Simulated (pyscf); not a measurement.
Single points on ωB97X-D3(BJ)/def2-SVP structures (PySCF, gas phase).

Task: H₃Si–CH₂–SiH₃ (SMILES [SiH3]C[SiH3]) + H₂O (SMILES O) -> HO–SiH₃ (SMILES O[SiH3]) + H₃C–SiH₃ (SMILES C[SiH3])
Surface: singlet. Broken: C–Si, H–O. Formed: O–Si, C–H. Give ΔE‡ and ΔE from ωB97M-D3(BJ)/def2-TZVP, relative to the separated reactants.

Result: ΔE‡ = 1.88 eV, ΔE = -0.89 eV. Zero-point energy shifts the barrier by -0.01 eV. It is a four-centre exchange, with an imaginary mode of 1025i cm⁻¹. One saddle was located; it need not be the lowest between these sides.
